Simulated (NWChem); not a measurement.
# Basis-set dependence for H₂Si (+1)

```xyz
3

Si     0.0000     0.0000     0.0947
H      1.3103     0.0000    -0.6631
H     -1.3103     0.0000    -0.6631
```
Charge +1, spin multiplicity 2.

Everything below was run with NWChem. Structure: optimised with UPBE/def2-SVP, a minimum by its harmonic frequencies.

Hartree-Fock energies in Ha, correlation energies in mHa.

The correlated methods keep 5 core orbitals frozen. This spin state was chosen for the runs; another may lie lower. The structure started from a generated list of species. The unpaired electrons of the parent sit in orbitals of symmetry a1 (C2v labels of the run); other states weren't searched. No SCF solution was tested for a lower state. Open-shell Hartree-Fock references start from PBE0 orbitals. No row is a measurement; the coupled-cluster row has its own basis-set and correlation limits.

| basis | functions | UHF | UMP2 | SCS-UMP2 | CCSD on ROHF | CCSD[T] on ROHF | CCSD(T) on ROHF | CCSD on UHF | CCSD[T] on UHF | CCSD(T) on UHF | CCSDT on ROHF | URI-MP2 |
|---|---|---|---|---|---|---|---|---|---|---|---|---|
| 3-21G | 17 | -288.19102 | -35.1 | -40.5 | -51.7 | -52.4 | -52.4 | -51.3 | -51.9 | -51.9 | -52.7 | not run |
| cc-pVDZ | 28 | -289.72735 | -61.7 | -69.4 | -84.6 | -86.2 | -86.2 | -83.0 | -84.4 | -84.4 | -86.6 | -61.6 |
| cc-pVTZ | 62 | -289.73955 | -75.7 | -85.2 | -98.4 | -100.6 | -100.6 | -96.5 | -98.6 | -98.6 | not run | -75.6 |
| cc-pVQZ | 119 | -289.74344 | -80.9 | -91.3 | -102.4 | -104.8 | -104.8 | not run | not run | not run | not run | -80.8 |

From cc-pVTZ to cc-pVQZ the Hartree-Fock energy moves by -3.9 mHa and the UMP2 correlation energy by -5.2 mHa, which is 6 % of its value in the larger set.
